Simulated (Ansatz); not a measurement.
System: SiCl₄, net charge 0, singlet state. SMILES: Cl[Si](Cl)(Cl)Cl
Coordinates optimised at B3LYP-D3(BJ)/def2-TZVP (Ansatz, an electronic-structure program):
```
Si
Cl 1 2.0325
Cl 1 2.0325 2 109.47
Cl 1 2.0325 2 109.47 3 120.00
Cl 1 2.0325 2 109.47 3 -120.00
```

Quantity: atomisation energy (electronic, to ground-state atoms); the coupled-cluster value holds the core correlation from cc-pwCVTZ, in eV. Correlated levels leave the core frozen unless marked. UHF or UKS for open shells. No spin-orbit coupling. No relativistic terms. CBS marks a two-point X^-3 extrapolation of the correlation energy; Hartree-Fock from the larger set. [CCSD(T)-MP2]/basis is that difference in the basis named.

Level to compare with: RI-MP2/CBS(cc-pV(T+d)Z,cc-pV(Q+d)Z)+[CCSD(T)-MP2]/cc-pV(T+d)Z plus the core term (Ansatz), 16.82 eV. It is a level with limits of its own, and the differences hold the functionals' basis error too.

### Question
Rank these functionals by how close they come to RI-MP2/CBS(cc-pV(T+d)Z,cc-pV(Q+d)Z)+[CCSD(T)-MP2]/cc-pV(T+d)Z, closest first: wB97X/def2-TZVPD (Ansatz); wB97X-V/def2-TZVPD (Ansatz); SVWN5/def2-TZVPD (Ansatz); r2SCAN0/def2-TZVPD (Ansatz).

### Answer
wB97X-V/def2-TZVPD (range-separated hybrid with VV10, 16.84 eV, difference 0.02), wB97X/def2-TZVPD (range-separated hybrid, 16.69 eV, difference -0.13), r2SCAN0/def2-TZVPD (hybrid meta-GGA, 16.59 eV, difference -0.23), SVWN5/def2-TZVPD (LDA, 19.23 eV, difference 2.41)
